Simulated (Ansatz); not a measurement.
hcp Sc was calculated with PBEsol in Ansatz (PAW).

Numerical settings: plane-wave cutoff 520 eV, 12×12×8 k mesh (along the axes of the cell as run), Fermi–Dirac smearing 0.1 eV, perturbation theory, scalar-relativistic PAW data made under PBE.

The cell has the measured lattice parameters. Conventional cell: a = 3.3089 Å, b = 3.3089 Å, c = 5.2680 Å, α = 90.00°, β = 90.00°, γ = 120.00°.

Harmonic phonon frequencies (cm⁻¹; i marks an imaginary mode):

```csv
q point,frequencies
Γ,0 0 0 129 129 198
M,(withheld)
K,163 163 164 164 197 199
A,(withheld)
L,132 132 157 157 190 190
H,(withheld)
```

Q: What belongs in the gaps?

A: 
- M, frequencies: 117 125 180 192 197 212
- A, frequencies: 92 92 92 92 146 146
- H, frequencies: 111 111 183 183 193 193

No imaginary mode appears at these points.

Note: the cell isn't this level's own, so it is under some stress, which shifts stiffness and frequencies.

Ansatz is a program for electronic structure.
